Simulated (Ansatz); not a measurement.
CH$_{6}$BP (`CBP`). Charge 0, multiplicity 1.

Cartesian coordinates in Å:
```
C -0.8051 -0.9958 -0.0272
B -0.1835 0.3682 -0.4488
P 1.5868 0.8604 -0.0609
H -1.1969 -1.5355 -0.8966
H -1.6871 -0.7813 0.5918
H -0.1508 -1.6608 0.5390
H -0.7999 1.1102 -1.1611
H 1.4763 2.2429 0.2025
H 1.7602 0.3917 1.2612
```

**Question.** List the harmonic frequencies (cm⁻¹, unscaled) at PBE0-D4/def2-TZVP in Ansatz. (An estimate is asked.)

**Answer.** Ansatz gave: 100, 234, 288, 457, 625, 663, 717, 857, 891, 1040, 1099, 1160, 1315, 1442, 1455, 2445, 2466, 2601, 3024, 3082, 3129.

**Question.** Is this a minimum?

**Answer.** Yes, all 21 modes are real.

**Question.** Give the ideal-gas thermochemistry at 298.15 K and 1 bar (rigid rotor, harmonic oscillator; point group C1, symmetry number 1).

**Answer.** Zero-point energy 174.0 kJ/mol; H(298) − E = 190.6 kJ/mol; entropy 297.5 J/(mol·K), of which translation 159.9, rotation 99.3, vibration 38.3; G(298) − E = 101.9 kJ/mol.

**Question.** And at 400, 500, 600, 800 and 1000 K?

**Answer.** 
| T (K) | H − E (kJ/mol) | S (J/mol/K) | G − E (kJ/mol) |
| --- | --- | --- | --- |
| 400 | 199.8 | 324.2 | 70.2 |
| 500 | 210.5 | 347.9 | 36.6 |
| 600 | 222.4 | 369.6 | 0.7 |
| 800 | 249.4 | 408.2 | -77.2 |
| 1000 | 279.5 | 441.8 | -162.3 |
